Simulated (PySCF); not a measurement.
The isolated species HCF, `F[CH]` [singlet] is ionised with Al Kα (hν = 1486.6 eV). Calculated photoelectron kinetic energies of its computed core levels, recoil neglected:

```tsv
line	kinetic energy (eV)
1	1190.80
2	791.36
```

Computed, not measured: PySCF, delta-SCF UKS SCAN, pcX-2 on the ionised atom, pcseg-1 elsewhere, spin-free X2C.

Problem. Convert to binding energies and name the level and atom behind each line. Numbering: `[CH:1][F:2]`.

Solution. Against the vacuum level, binding energy = hν − kinetic energy.

| line | binding energy (eV) | level | atoms | environment |
| --- | --- | --- | --- | --- |
| 1 | 295.80 | C 1s | C1 | carbon bonded to F and H |
| 2 | 695.24 | F 1s | F2 | fluorine bonded to C |

Problem. Where does line 2 move with hν = 800.0 eV?

Solution. To 800.0 − 695.24 = 104.76 eV; every photoline shifts by the change in photon energy, -686.6 eV.

Problem. Which effective nuclear charge Zeff reproduces each element's mean 1s value in the hydrogen-like formula E = 13.606 eV × Zeff²?

Solution. C (Z = 6): mean 295.8 eV, Zeff = 4.66, Z − Zeff = 1.34; F (Z = 9): mean 695.2 eV, Zeff = 7.15, Z − Zeff = 1.85. Means run over the listed sites, weighted by atom count.

Other core shells, valence and Auger electrons aren't listed. Geometry: GFN2-xTB; no solvent, vibrations or thermal averaging.

The run took 1.5 s wall on one thread, x86-64 server, no GPU, on a shared host.
